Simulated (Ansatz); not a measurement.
Results of PBEsol in Ansatz (plane waves, PAW) for CsCl-type TlBr.

Settings: plane-wave cutoff 520 eV, 8×8×8 k mesh, Fermi–Dirac smearing 0.01 eV, scalar-relativistic PAW data made under PBE.

The cell has the measured lattice: a = 3.9800 Å, b = 3.9800 Å, c = 3.9800 Å, α = 90.00°, β = 90.00°, γ = 90.00°.

Task: What does this level give for the band gap and direct gap at Γ?

Result: 
band gap: 1.73 eV
direct gap at Γ: 8.18 eV

Measured, for comparison: band gap 2.68 eV (temperature not stated, not corrected to a static lattice, detector crystals, literature values; as tabulated in Piasecki et al. (2022), doi:10.1039/d1ma01259b).

Note: cell and atoms aren't relaxed at this level (pressure -1.2 GPa).

Spin–orbit coupling is not included; with these elements it can move the gap by several tenths of an eV or more.

The computed numbers hold no vibrational or temperature effects.

Cost on a shared machine: about 7 core-seconds (a rough figure).

Ansatz is a first-principles code.
